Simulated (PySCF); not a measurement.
water cation (H2O), SMILES O (connectivity only; charge and spin as stated), charge +1, multiplicity 2.

Geometry optimised at PBE0-D3(BJ)/def2-TZVPD. The spin state was assumed, not searched.

Calculation: PySCF with PBE0-D3(BJ)/def2-TZVPD.

Harmonic, unscaled wavenumbers; measured fundamentals usually lie a few per cent lower.

Computed vibrational spectrum:
| mode | ν (cm⁻¹) | IR (km/mol) | moving atoms (share of kinetic energy) |
|---|---|---|---|
| 1 | 1450 | 171.0 | H 92 % |
| 2 | 3372 | 118.0 | H 96 % |
| 3 | 3416 | 462.4 | H 92 % |
